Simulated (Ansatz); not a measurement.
# N2O (nitrous oxide) at CCSDT/STO-3G

What is the vertical ionisation energy of N2O (nitrous oxide) at CCSDT/STO-3G? 

Program for the calculation: Ansatz 0.2.0.

30 further runs of the same task are left out: 6 that didn't finish, 24 set aside as unsound or not needed.

### 1 The structure to begin with

N2O has 3 atoms, charge 0, and is taken as a singlet. SMILES: `N#[N+][O-]`. Geometry: relaxed at PBE0-D4/def2-TZVP.

Bond lengths: N1–N2 1.118 Å, N2–O3 1.174 Å. Angles: N1–N2–O3 180.0°.

### 2 The energy at CCSDT/STO-3G

job.yaml reads:

```yaml
crystal:
  periodic: [false, false, false]
  atoms:
    - {symbol: N, position_ang: [-0.511700, 1.001300, -0.167900]}
    - {symbol: N, position_ang: [-0.008400, 0.016500, -0.002800]}
    - {symbol: O, position_ang: [0.520100, -1.017800, 0.170700]}
basis:
  gaussian:
    orbitals: STO-3G
correlation:
  method: ccsdt
  frozen_orbitals: {"N": 1, O: 1}
accuracy: high
scf:
  omitted_lower_state_checks: [cluster_reference, increment]
```

The run is started by

```
ansatz run job.yaml --threads 1 --pin off --max-ram 2610MiB --events-out events.jsonl --progress --plain --runs-dir runs
```

The program printed, cut to the lines that bear on the results:

```text
Warning: RAYON_NUM_THREADS=1 ignored (pool sized by the plan → 1); use --threads N
Functional definition: HF
  name "HF"
[...]
252 factors; integrals over basis functions are off by at most 2.3e-8 eV
[...]
mean field -4930.34395590 eV, -181.1867984723 hartree, gradient 8.9e-8 eV, S^2 0.000000; 0 other end points of the search recorded, 0 dependent functions left out; unrestricted orbitals would lower it
3 core orbitals not correlated: weight in the atoms' cores, before any rotation towards them, 1.000 or more for the frozen orbitals, at most 0.000 for the correlated occupied ones
reference -4930.34395590 eV, -181.1867984723 hartree; 8, 8 occupied and 4, 4 virtual orbitals, 252 factors
second order -6.44151662 eV of doubles, -0.00000000 eV of singles
cycle   1  -5.45087683 eV  change    9.9e-1 eV  update   1.9e-1
[...]
cycle  25  -6.51255788 eV  change  -8.4e-10 eV  update  2.0e-10
Total energy: -4936.85651378 eV, -181.4261305599 hartree
Checks for a lower state left out: cluster_reference, increment
```

It took 0.67 s on 1 thread of Intel Xeon Platinum 8375C at 2.90GHz (Ice Lake), shared host.

### 3 The doublet cation, same level

in.yaml reads:

```yaml
crystal:
  periodic: [false, false, false]
  atoms:
    - {symbol: N, position_ang: [-0.511700, 1.001300, -0.167900]}
    - {symbol: N, position_ang: [-0.008400, 0.016500, -0.002800]}
    - {symbol: O, position_ang: [0.520100, -1.017800, 0.170700]}
basis:
  gaussian:
    orbitals: STO-3G
accuracy: high
correlation:
  method: ccsdt
  frozen_orbitals: {"N": 1, O: 1}
total_charge: 1
scf:
  omitted_lower_state_checks: [cluster_reference, increment]
magnetization:
  spin_polarized: true
  initial_magnetization: 1
```

The run is started by

```
ansatz run in.yaml --threads 1 --pin off --max-ram 2610MiB --events-out events.jsonl --progress --plain --runs-dir runs
```

The program printed, cut to the lines that bear on the results:

```text
Warning: RAYON_NUM_THREADS=1 ignored (pool sized by the plan → 1); use --threads N
[... 2 set-up lines as earlier in the session ...]
[...]
252 factors; integrals over basis functions are off by at most 2.3e-8 eV
[...]
mean field -4921.71354375 eV, -180.8696366755 hartree, gradient 4.1e-8 eV, S^2 0.980911; 4 other end points of the search recorded, 0 dependent functions left out
3 core orbitals not correlated: weight in the atoms' cores, before any rotation towards them, 1.000 or more for the frozen orbitals, at most 0.000 for the correlated occupied ones
reference -4921.71354375 eV, -180.8696366755 hartree; 8, 7 occupied and 4, 5 virtual orbitals, 252 factors
second order -4.23846864 eV of doubles, -0.00000000 eV of singles
cycle   1  -4.49458242 eV  change   -2.6e-1 eV  update   1.2e-1
[...]
cycle  32  -5.47685625 eV  change   -1.3e-9 eV  update  8.4e-10
Total energy: -4927.19040000 eV, -181.0709074303 hartree
Checks for a lower state left out: cluster_reference, increment
```

Wall time 3.3 s (1 thread of Intel Xeon Platinum 8375C at 2.90GHz (Ice Lake), shared host); peak memory 0.11 GiB.

### 4 What came out

At CCSDT/STO-3G, 3 core orbitals frozen:

| quantity | value |
| --- | --- |
| singlet N2O: total energy | -181.42613 Eh |
| singlet N2O: correlation energy (3 core orbitals frozen) | -239.3 mEh |
| singlet N2O: T1 diagnostic | 0.022 |
| doublet cation: total energy | -181.07091 Eh |
| doublet cation: correlation energy (3 core orbitals frozen) | -201.3 mEh |
| doublet cation: ⟨S²⟩ of the reference determinant | 0.981 |
| doublet cation: T1 diagnostic | 0.046 |
| vertical ionisation energy (to the doublet cation) | 9.666 eV |

In words: The vertical ionisation energy comes to 9.67 eV (933 kJ/mol). In a minimal basis such a difference can be off by several eV, whatever the method. The T1 diagnostic (singlet N2O) of 0.022 is above the customary mark for such species, so a single reference may not serve. The restricted solution (singlet N2O) is unstable to spin breaking: an unrestricted one lies lower. ⟨S²⟩ (doublet cation) is 0.98 where a pure doublet has 0.75: the reference is spin-contaminated. The T1 diagnostic (doublet cation) of 0.046 is above the customary mark for such species, so a single reference may not serve.
